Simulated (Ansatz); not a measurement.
Dimethyl ether: measurement beside calculation (Ansatz, PBE0-D4/def2-TZVP geometry).

```xyz
9

C    -0.684   -0.327    0.880
O    -0.322    0.761    0.078
C     0.646    0.416   -0.871
H    -1.108   -1.147    0.281
H    -1.437    0.018    1.588
H     0.177   -0.721    1.439
H     0.284   -0.367   -1.552
H     0.875    1.311   -1.451
H     1.569    0.056   -0.394
```

Measured: 1.3 D (permanent electric dipole moment). Source: A Combined Experimental/Quantum-Chemical Study of Tetrel, Pnictogen, and Chalcogen Bonds of Linear Triatomic Molecules, 2021 (pmc:8623034).

| functional (def2-TZVPP) | dipole (D) | error (D) |
| --- | --- | --- |
| PBE | 1.10 | -0.20 |
| r2SCAN | 1.15 | -0.15 |
| B3LYP | 1.21 | -0.09 |
| ωB97M-V | 1.22 | -0.08 |

The measured dipole is a vibrational average; the computed one belongs to the fixed geometry.

Measured: 241.4 cm⁻¹ (nu15 geared methyl torsion fundamental, 12CH3O12CH3, Raman spectroscopy); 412.5 cm⁻¹ (COC bend nu7 fundamental, 12CH3O12CH3, Raman spectroscopy); 362.6 cm⁻¹ (torsional hot band (100)->(300), 12CH3O12CH3, Raman spectroscopy); 412.35 cm⁻¹ (COC bend nu7 fundamental, 12CH3O12CH3, earlier high-resolution measurement); 241.0 cm⁻¹ (nu15 geared methyl torsion fundamental, 12CH3O12CH3, earlier infrared measurement); 1175 cm⁻¹ (methyl rocking band, approximate band centre, direct frequency comb absorption spectroscopy). Source: New spectral characterization of dimethyl ether isotopologues CH$_3$OCH$_3$ and $^{13}$CH$_3$OCH$_3$ in the THz region, 2019 (arxiv:1902.06444); Comb-resolved spectroscopy with immersion grating in long-wave infrared, 2018 (arxiv:1811.02684).

Harmonic PBE0-D4 wavenumbers (cm⁻¹, unscaled): 213, 248, 413, 978, 1134, 1163, 1194, 1226, 1271, 1454, 1475, 1484, 1484, 1491, 1510, 2977, 2988, 3028, 3034, 3134, 3136. Fundamentals include anharmonicity and usually lie a few per cent under these; harmonic values from spectra compare directly.

Enthalpy of formation at 298 K: -44.0 kcal/mol (zero for an element's reference state; older measured values of the G2 set, as listed by Staroverov and co-workers, J. Chem. Phys. 119, 12129, 2003). With their computed zero-point and thermal terms and the atoms' enthalpies of Curtiss and co-workers (1997) it gives an electronic atomization energy of 797.6 kcal/mol.

```json
{"level": "LDA (SPW92)", "atomization (kcal/mol)": "911.5", "error": "113.9", "error per bond": "14.2"}
{"level": "PBE-D4", "atomization (kcal/mol)": "812.3", "error": "14.7", "error per bond": "1.8"}
{"level": "revPBE-D4", "atomization (kcal/mol)": "793.6", "error": "-4.0", "error per bond": "-0.5"}
{"level": "BLYP-D4", "atomization (kcal/mol)": "797.7", "error": "0.1", "error per bond": "0.0"}
{"level": "r2SCAN-D4", "atomization (kcal/mol)": "798.4", "error": "0.8", "error per bond": "0.1"}
{"level": "B97M-V", "atomization (kcal/mol)": "797.6", "error": "0.0", "error per bond": "0.0"}
{"level": "PBE0-D4", "atomization (kcal/mol)": "798.6", "error": "0.9", "error per bond": "0.1"}
{"level": "B3LYP-D4", "atomization (kcal/mol)": "799.3", "error": "1.6", "error per bond": "0.2"}
{"level": "r2SCANh-D4", "atomization (kcal/mol)": "794.0", "error": "-3.6", "error per bond": "-0.5"}
{"level": "r2SCAN0-D4", "atomization (kcal/mol)": "787.7", "error": "-10.0", "error per bond": "-1.2"}
{"level": "HSE06-D4", "atomization (kcal/mol)": "799.2", "error": "1.6", "error per bond": "0.2"}
{"level": "BHLYP-D4", "atomization (kcal/mol)": "776.3", "error": "-21.4", "error per bond": "-2.7"}
{"level": "CAM-B3LYP-D4", "atomization (kcal/mol)": "803.1", "error": "5.4", "error per bond": "0.7"}
{"level": "ωB97X-V", "atomization (kcal/mol)": "798.7", "error": "1.0", "error per bond": "0.1"}
{"level": "ωB97M-V", "atomization (kcal/mol)": "799.7", "error": "2.1", "error per bond": "0.3"}
{"level": "B2PLYP", "atomization (kcal/mol)": "791.4", "error": "-6.3", "error per bond": "-0.8"}
{"level": "PBE-QIDH", "atomization (kcal/mol)": "792.0", "error": "-5.6", "error per bond": "-0.7"}
{"level": "PBE", "atomization (kcal/mol)": "810.0", "error": "12.4", "error per bond": "1.5"}
{"level": "revPBE", "atomization (kcal/mol)": "784.4", "error": "-13.2", "error per bond": "-1.7"}
{"level": "BLYP", "atomization (kcal/mol)": "792.3", "error": "-5.3", "error per bond": "-0.7"}
{"level": "r2SCAN", "atomization (kcal/mol)": "797.9", "error": "0.2", "error per bond": "0.0"}
{"level": "PBE0", "atomization (kcal/mol)": "796.7", "error": "-0.9", "error per bond": "-0.1"}
{"level": "B3LYP", "atomization (kcal/mol)": "795.6", "error": "-2.0", "error per bond": "-0.3"}
{"level": "r2SCANh", "atomization (kcal/mol)": "793.4", "error": "-4.2", "error per bond": "-0.5"}
{"level": "r2SCAN0", "atomization (kcal/mol)": "787.0", "error": "-10.6", "error per bond": "-1.3"}
{"level": "HSE06", "atomization (kcal/mol)": "797.5", "error": "-0.1", "error per bond": "0.0"}
{"level": "BHLYP", "atomization (kcal/mol)": "773.9", "error": "-23.7", "error per bond": "-3.0"}
{"level": "CAM-B3LYP", "atomization (kcal/mol)": "801.2", "error": "3.6", "error per bond": "0.4"}
{"level": "LC-ωPBE", "atomization (kcal/mol)": "795.4", "error": "-2.2", "error per bond": "-0.3"}
{"level": "HF/def2-TZVPP", "atomization (kcal/mol)": "585.5", "error": "-212.1", "error per bond": "-26.5"}
{"level": "MP2/def2-TZVPP", "atomization (kcal/mol)": "787.8", "error": "-9.8", "error per bond": "-1.2"}
{"level": "SCS-MP2/def2-TZVPP", "atomization (kcal/mol)": "787.6", "error": "-10.0", "error per bond": "-1.2"}
{"level": "CCSD/def2-TZVPP", "atomization (kcal/mol)": "770.9", "error": "-26.7", "error per bond": "-3.3"}
{"level": "CCSD(T)/def2-TZVPP", "atomization (kcal/mol)": "780.4", "error": "-17.2", "error per bond": "-2.1"}
{"level": "HF/def2-QZVPP", "atomization (kcal/mol)": "586.4", "error": "-211.3", "error per bond": "-26.4"}
{"level": "MP2/def2-QZVPP", "atomization (kcal/mol)": "798.5", "error": "0.9", "error per bond": "0.1"}
{"level": "SCS-MP2/def2-QZVPP", "atomization (kcal/mol)": "799.7", "error": "2.0", "error per bond": "0.3"}
{"level": "HF/CBS(def2)", "atomization (kcal/mol)": "586.5", "error": "-211.1", "error per bond": "-26.4"}
{"level": "MP2/CBS(def2)", "atomization (kcal/mol)": "805.9", "error": "8.3", "error per bond": "1.0"}
{"level": "CCSD/CBS(def2)", "atomization (kcal/mol)": "789.0", "error": "-8.6", "error per bond": "-1.1"}
{"level": "CCSD(T)/CBS(def2)", "atomization (kcal/mol)": "798.6", "error": "0.9", "error per bond": "0.1"}
```

Functionals use def2-TZVPP; B3LYP here is the variant with VWN-RPA as its local correlation; programs differ in this. The calculations leave out spin–orbit coupling, scalar relativity and, for the correlated methods, core correlation; together these are worth up to about 1 kcal/mol a heavy atom. HSE06 is defined as in plane-wave codes. CBS adds triple-zeta CCSD(T) − MP2 to the MP2 limit. T1 = 0.010.
